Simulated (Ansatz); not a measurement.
A made-up structure of CH$_{3}$OSi, doublet:

```
6
angstrom
O -0.6152 -1.8853 1.3829
C 0.5398 0.7937 0.0279
Si -0.2155 -0.9417 -0.0604
H -0.4200 -1.4917 -1.3535
H 0.3060 1.3974 -0.8115
H 0.3885 1.2748 0.9602
```

It is relaxed with PBE-D4/def2-SVP and then PBE0-D4/def2-TZVP (Ansatz 0.2.0). Atoms count as bonded within 1.22 times the sum of their covalent radii (H–H: 0.88 Å). The end point is not checked to be a true minimum.

(1) Does its bonding change? (A judgement: the text doesn't fix the answer.)

Results:

(1) The calculation gives: No: no bond forms or breaks.

Where it ends: The first stage lowers the energy by 1.09 eV in 6 steps. It ends as CH₃OSi ([CH2][SiH][O]):
O1  (-0.511, -1.814, 1.270)
C2  (0.277, 0.764, 0.058)
Si3  (-0.257, -0.966, 0.032)
H4  (-0.419, -1.467, -1.356)
H5  (0.448, 1.336, -0.849)
H6  (0.445, 1.293, 0.991)
(Å)

Labels in which every atom is bracketed show which atoms are joined, not bond orders.

For scale, one of the runs: PBE0-D4/def2-TZVP relaxation, 117 basis functions, launched by `ansatz run in.yaml --threads 2 --pin off --events-out ev --progress --plain --max-ram 4352MiB`. The run took about 16 s on 2 CPU threads of an Arm Neoverse V1 (shared host).
